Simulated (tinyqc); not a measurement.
Inside a calculation. Method: Pariser-Parr-Pople SCF with singles CI, for the molecule C=Cc1c[cH+]1 (SMILES; centres numbered as the heavy atoms are written). One step of it, computed by the program tinyqc.

Question. PPP integrals. Mataga-Nishimoto: gamma = 14.399645/(R + a), a = 2 x 14.399645/(gamma_rr + gamma_ss); H_rr = -W_r - sum_(s != r) z_s gamma_rs; H_rs = beta for bonds.

Centres (angstrom, eV; a flat drawing with bonds scaled to 1.40 angstrom):
```
centre          x          y  core charge z          W   gamma_rr
1C      -2.084000   0.387000              1  11.160000  11.130000
2C      -1.065000  -0.573000              1  11.160000  11.130000
3C       0.276000  -0.170000              1  11.160000  11.130000
4C       1.638000  -0.492000              1  11.160000  11.130000
5C       1.236000   0.849000              1  11.160000  11.130000
```

Resonance integrals (eV):
```
i  j       beta
1  2  -2.130000
2  3  -2.130000
3  4  -2.130000
4  5  -2.130000
5  3  -2.130000
```

Give: repulsion gamma_rs; core matrix H.

Answer.

repulsion gamma_rs (eV), order 1C, 2C, 3C, 4C, 5C:
$$\begin{pmatrix}
11.130 & 5.346 & 3.872 & 2.813 & 3.100 \\
5.346 & 11.130 & 5.345 & 3.602 & 3.601 \\
3.872 & 5.345 & 11.130 & 5.346 & 5.346 \\
2.813 & 3.602 & 5.346 & 11.130 & 5.346 \\
3.100 & 3.601 & 5.346 & 5.346 & 11.130
\end{pmatrix}$$

core matrix H (eV), order 1C, 2C, 3C, 4C, 5C:
$$\begin{pmatrix}
-26.291 & -2.130 & 0.000 & 0.000 & 0.000 \\
-2.130 & -29.053 & -2.130 & 0.000 & 0.000 \\
0.000 & -2.130 & -31.069 & -2.130 & -2.130 \\
0.000 & 0.000 & -2.130 & -28.267 & -2.130 \\
0.000 & 0.000 & -2.130 & -2.130 & -28.552
\end{pmatrix}$$
